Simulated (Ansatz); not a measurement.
# BH3P2: the cost of one run

All numbers are computed with Ansatz 0.2.0 through its Python package. Level of theory: MP2/def2-SVP.

## (1) The structure

Bond lengths: B1–P2 2.003 Å, B1–P3 1.943 Å, P2–P3 2.042 Å, B1–H4 1.145 Å, P2–H5 1.467 Å, P3–H6 1.450 Å. Angles: B1–P2–P3 57.4°, B1–P2–H5 91.2°, P3–P2–H5 95.3°, P2–B1–P3 62.3°, P2–B1–H4 145.6°, P3–B1–H4 151.8°, B1–P3–P2 60.3°, B1–P3–H6 95.8°, P2–P3–H6 94.8°.

The script holds or builds the structure itself.

## (2) The code

run_dimer.py

```python
import ansatz as az

FIRST = [
    ('B', (-0.7421, -0.4348, -0.389)),
    ('P', (0.7023, 0.9502, -0.4739)),
    ('P', (0.4777, -0.3092, 1.1181)),
    ('H', (-1.6709, -0.8644, -0.9028)),
    ('H', (1.5679, 0.0464, -1.2403)),
    ('H', (-0.3349, 0.612, 1.888)),
]
SECOND = [
    ('B', (1.9735, 4.0718, -3.2302)),
    ('P', (0.2838, 5.0936, -2.8942)),
    ('P', (0.8946, 3.5537, -1.6997)),
    ('H', (2.8611, 3.9197, -3.9374)),
    ('H', (1.0195, 6.1318, -2.1632)),
    ('H', (0.1235, 2.5446, -2.3987)),
]

def energy(atoms, ghosts=()):
    molecule = az.Crystal.molecule()
    for symbol, xyz in atoms:
        molecule = molecule.atom(symbol, xyz)
    calc = (
        molecule.calculation()
        .basis(gaussian='def2-SVP')
        .correlation('mp2')
    )
    deck = calc.input()
    if ghosts:
        deck = deck.set(az.key.basis.gaussian.ghost_atoms, [{'symbol': s, 'position_ang': list(xyz)} for s, xyz in ghosts])
    return az.Session.from_dict(deck).plan().execute().report['free_energy_ev']


def main() -> None:
    both = energy(FIRST + SECOND)
    alone = energy(FIRST) + energy(SECOND)
    ghosted = energy(FIRST, SECOND) + energy(SECOND, FIRST)
    print(f'dimer {both:.6f} eV')
    print(f'interaction, uncorrected   {(both - alone):8.3f} eV')
    print(f'interaction, counterpoise  {(both - ghosted):8.3f} eV')
    print(f'basis-set superposition    {(alone - ghosted):8.3f} eV')


if __name__ == '__main__':
    main()
```

## (3) The run

The run is started by

```
> python run_dimer.py
```

**Question.** How long does this script take on 1 thread of Arm Neoverse V1, shared host, and how much memory does it need?

About 9.9 s, with a peak of 0.34 GiB.
